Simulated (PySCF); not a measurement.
Geometries of 3 isomers of C6H8, from PBE0-D3(BJ)/def2-SVP geometry optimisation, gas phase in PySCF. One conformer each, no zero-point energy, no frequencies.

Question: Which is lowest in electronic energy at this level?
A.
```xyz
14
angstrom
C      3.067    0.080   -0.364
C      1.870    0.058    0.243
C      0.602    0.011   -0.451
C     -0.602   -0.011    0.164
C     -1.870   -0.058   -0.530
C     -3.067   -0.080    0.078
H      3.150    0.063   -1.455
H      3.998    0.115    0.207
H      1.826    0.076    1.339
H      0.635   -0.008   -1.547
H     -0.635    0.008    1.261
H     -1.826   -0.076   -1.625
H     -3.150   -0.063    1.169
H     -3.998   -0.115   -0.493
```
B.
```xyz
14
angstrom
C      2.274    0.211    0.099
C      0.788    0.089    0.108
C      0.045   -1.035    0.230
C     -1.408   -0.687    0.187
C     -1.405    0.800    0.024
C     -0.129    1.232   -0.020
H      2.625    0.863    0.916
H      2.631    0.661   -0.842
H      2.759   -0.769    0.213
H      0.430   -2.050    0.343
H     -1.935   -1.191   -0.645
H     -1.941   -0.999    1.105
H     -2.305    1.412   -0.046
H      0.197    2.269   -0.132
```
C.
```xyz
14
angstrom
C     -3.005    0.751   -0.380
C     -1.851    0.099   -0.184
C     -0.790    0.566    0.700
C      0.346   -0.071    0.903
C      1.473   -0.707    1.101
C      2.731   -0.516    0.305
H     -3.773    0.362   -1.051
H     -3.216    1.697    0.129
H     -1.665   -0.847   -0.705
H     -0.960    1.514    1.229
H      1.507   -1.441    1.919
H      3.053   -1.467   -0.150
H      2.593    0.223   -0.496
H      3.555   -0.175    0.954
```

Answer: B. That is `CC1=CCC=C1`, 22.1 kcal/mol below the next.

```json
{"SMILES": "CC1=CCC=C1", "atoms numbered as above": "[CH3:1][C:2]1=[CH:3][CH2:4][CH:5]=[CH:6]1", "E (Eh)": "-232.98161", "relative (kcal/mol)": "0.0", "relative (kJ/mol)": "0.0", "dipole (D)": "0.18"}
{"SMILES": "C=C/C=C/C=C", "atoms numbered as above": "[CH2:1]=[CH:2]/[CH:3]=[CH:4]/[CH:5]=[CH2:6]", "E (Eh)": "-232.94638", "relative (kcal/mol)": "22.1", "relative (kJ/mol)": "92.5", "dipole (D)": "0.00"}
{"SMILES": "C=CC=C=CC", "atoms numbered as above": "[CH2:1]=[CH:2][CH:3]=[C:4]=[CH:5][CH3:6]", "E (Eh)": "-232.92496", "relative (kcal/mol)": "35.6", "relative (kJ/mol)": "148.8", "dipole (D)": "0.74"}
```

As drawn, the highest has cumulated double bonds, which the lowest lacks.
